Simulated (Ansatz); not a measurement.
Predict the output of the script below (the Ansatz DFT code, driven from Python).

`np_dimer.py`:
```python
# -*- coding: utf-8 -*-
import ansatz as az
import numpy as np

FIRST = [
    ("P", (0.0, 0.0, -0.86)),
    ("N", (0.0, 0.0, 0.86)),
]
SECOND = [
    ("P", (-1.0567, -3.414, 2.7747)),
    ("N", (-0.3906, -1.9137, 3.2884)),
]

def energy(atoms, ghosts=()):
    molecule = az.Crystal.molecule()
    for symbol, xyz in atoms:
        molecule = molecule.atom(symbol, xyz)
    calc = (
        molecule.calculation()
        .basis(gaussian="def2-SVP")
        .functional("PBE")
    )
    deck = calc.input()
    if ghosts:
        deck = deck.set(az.key.basis.gaussian.ghost_atoms, [{"symbol": s, "position_ang": list(xyz)} for s, xyz in ghosts])
    return az.Session.from_dict(deck).plan().execute().report["free_energy_ev"]

direction = np.array([-0.1765, -0.6497, 0.7394])
print("shift (A)   counterpoise-corrected interaction (eV)")
for shift in (-0.3, 0.0, 0.4, 1.0, 2.0):
    moved = [(s, tuple(np.round(np.array(xyz) + shift * direction, 4))) for s, xyz in SECOND]
    gain = energy(FIRST + moved) - energy(FIRST, moved) - energy(moved, FIRST)
    print(f"{shift:8.2f} {gain:14.3f}")
```

Output of `python np_dimer.py`:
```text
shift (A)   counterpoise-corrected interaction (eV)
   -0.30          0.106
    0.00          0.067
    0.40          0.042
    1.00          0.028
    2.00          0.018
```

Caveats:
- The dimer is a generated trial pose of unrelaxed monomers, not a minimum, so the figure is no binding energy, and the basis set is small.
- This level lacks the dispersion part of the attraction (electrostatics and induction are there), which can decide the sign where the interaction is weak.
- The spin state was assumed, and another may lie lower.
- Run time: 11 s on 1 thread of Arm Neoverse V2 (shared host), peak memory 0.17 GiB.
